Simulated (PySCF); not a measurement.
C3H2O.
Bonds: O1–C2 (double), C2–C3, C3–C4 (double), C2–C4. Hydrogens: H5 on C3; H6 on C4.

Computed by this run: PBE0/cc-pVDZ geometry optimisation, gas phase in PySCF 2.14.0; density fitting, grid level 1; the optimiser is geomeTRIC in internal coordinates, started from a GFN2-xTB structure.

Step 0: E = -5182.1493 eV
```
atom  x, y, z in Å  |  force x, y, z in eV/Å
O1      2.0187   -0.2740    0.0644    1.161  -0.157   0.039
C2      0.8408   -0.1138    0.0243   -0.806   0.105  -0.026
C3     -0.4997   -0.6123   -0.0319    0.491   0.579   0.031
C4     -0.3191    0.7243   -0.0033    0.322  -0.688  -0.005
H5     -1.2262   -1.3936   -0.0697   -0.678  -0.639  -0.037
H6     -0.8113    1.6714   -0.0055   -0.489   0.800  -0.003
```

**Question.** Estimate the geometry and energy of step 1. (The exact step hangs on the optimiser's Hessian estimate; all steps are aligned on step 0, rigid shifts and turns removed.)

**Answer.** E = -5182.1804 eV, largest force 0.189 eV/Å
```
atom  x, y, z in Å  |  force x, y, z in eV/Å
O1      2.0416   -0.2772    0.0651   -0.025   0.003   0.001
C2      0.8514   -0.1155    0.0249    0.072  -0.008   0.001
C3     -0.4939   -0.6122   -0.0312   -0.097  -0.161  -0.007
C4     -0.3133    0.7229   -0.0035   -0.052   0.181   0.004
H5     -1.2502   -1.4027   -0.0709    0.062   0.073   0.004
H6     -0.8325    1.6867   -0.0059    0.040  -0.088  -0.002
```

The energy changes by -0.0311 eV. The first-order estimate −F·Δx gives -0.0688 eV and the mean of the old and new forces, exact on a quadratic surface, -0.0318 eV. The step makes an angle of 47° with the force vector and moves no atom by more than 0.026 Å.

What follows is the cost of the whole optimisation. On an Arm Neoverse V2 with one thread, shared host, this took 2.3 s wall and 0.32 GiB of memory at its peak.
